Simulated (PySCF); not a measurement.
# PN⁺: one state, many levels of theory

State: ²Σ⁺ (doublet), unpaired electrons σ ↑. Set-up: basis P def2-TZVPPD, N def2-TZVPPD; no relativity; PySCF 2.14. De refers to P⁺ + N in their high-spin ground configurations, without counterpoise correction. The functionals are run spin-unrestricted. A positive dipole points towards N; it is taken about the centre of mass and depends on that origin.

```json
{"Level": "ROHF", "Re (Å)": "1.432", "ωe (cm⁻¹)": "1588", "De (eV)": "1.11", "μ (D)": "-1.88", "CPU s a point (SCF and correlation, without the integrals)": "0.75"}
{"Level": "ROHF-MP2", "Re (Å)": "1.510", "ωe (cm⁻¹)": "1168", "De (eV)": "4.70", "μ (D)": "n/a", "CPU s a point (SCF and correlation, without the integrals)": "1.4"}
{"Level": "ROHF-SCS-MP2", "Re (Å)": "1.504", "ωe (cm⁻¹)": "1202", "De (eV)": "4.67", "μ (D)": "n/a", "CPU s a point (SCF and correlation, without the integrals)": "n/a"}
{"Level": "ROHF-CCSD", "Re (Å)": "1.480", "ωe (cm⁻¹)": "1361", "De (eV)": "4.13", "μ (D)": "n/a", "CPU s a point (SCF and correlation, without the integrals)": "n/a"}
{"Level": "ROHF-CCSD(T)", "Re (Å)": "1.495", "ωe (cm⁻¹)": "1289", "De (eV)": "4.56", "μ (D)": "n/a", "CPU s a point (SCF and correlation, without the integrals)": "31"}
{"Level": "LDA", "Re (Å)": "1.477", "ωe (cm⁻¹)": "1363", "De (eV)": "6.36", "μ (D)": "-2.03", "CPU s a point (SCF and correlation, without the integrals)": "1.1"}
{"Level": "PBE", "Re (Å)": "1.489", "ωe (cm⁻¹)": "1326", "De (eV)": "5.50", "μ (D)": "-1.97", "CPU s a point (SCF and correlation, without the integrals)": "1.4"}
{"Level": "TPSS", "Re (Å)": "1.485", "ωe (cm⁻¹)": "1333", "De (eV)": "5.11", "μ (D)": "-1.90", "CPU s a point (SCF and correlation, without the integrals)": "2.3"}
{"Level": "r²SCAN", "Re (Å)": "1.477", "ωe (cm⁻¹)": "1364", "De (eV)": "4.89", "μ (D)": "-1.84", "CPU s a point (SCF and correlation, without the integrals)": "2.3"}
{"Level": "PBE0", "Re (Å)": "1.470", "ωe (cm⁻¹)": "1392", "De (eV)": "4.75", "μ (D)": "-1.91", "CPU s a point (SCF and correlation, without the integrals)": "2.7"}
{"Level": "r²SCAN0", "Re (Å)": "1.466", "ωe (cm⁻¹)": "1380", "De (eV)": "4.32", "μ (D)": "-1.79", "CPU s a point (SCF and correlation, without the integrals)": "3"}
{"Level": "B97-3", "Re (Å)": "1.471", "ωe (cm⁻¹)": "1398", "De (eV)": "4.84", "μ (D)": "-1.97", "CPU s a point (SCF and correlation, without the integrals)": "1.7"}
{"Level": "BHandHLYP", "Re (Å)": "1.457", "ωe (cm⁻¹)": "1409", "De (eV)": "4.01", "μ (D)": "-1.92", "CPU s a point (SCF and correlation, without the integrals)": "1.7"}
{"Level": "CAM-B3LYP", "Re (Å)": "1.465", "ωe (cm⁻¹)": "1412", "De (eV)": "4.69", "μ (D)": "-1.97", "CPU s a point (SCF and correlation, without the integrals)": "3.6"}
```

(1) Which functional lies closest to ROHF-CCSD(T) in De, which farthest, and by how much do they differ from it?

(2) What does a quarter of exact exchange do here, going from PBE to PBE0?

(3) What does the step from GGA to meta-GGA do here, going from PBE to r²SCAN?

Correlated steps freeze 6 core orbitals. For an ion De counts to the pair picked by the measured ionisation energies or electron affinities, which need not be the lowest pair at this level. The CCSD T1 diagnostic is raised, a sign that a single reference may not be enough here. UHF is strongly spin-contaminated for PN⁺, so the ROHF reference used there is far from stable. The state was picked by a PBE0 search and need not be the measured ground state.

The whole job (state search and all levels along the bond) took about 5.6 min on 2 threads of Arm Neoverse V1 (shared host), peak memory 2.9 GiB.

Answers

(1) Closest is CAM-B3LYP (-3.0 pm in Re, +9.5 % in ωe, +0.13 eV in De against ROHF-CCSD(T) in the same basis), farthest LDA (-1.8 pm in Re, +5.7 % in ωe, +1.80 eV in De). CCSD(T) converges more slowly with the basis than the functionals do and binds too weakly in this one, so the order can change at the basis-set limit.

(2) PBE0 less PBE: -1.9 pm in Re, +5.0 % in ωe, -0.75 eV in De. Exact exchange removes part of the self-interaction that spreads semilocal densities, and in most molecules shortens and stiffens the bond and lowers De; so it does here.

(3) r²SCAN less PBE: -1.2 pm in Re, +2.9 % in ωe, -0.61 eV in De.
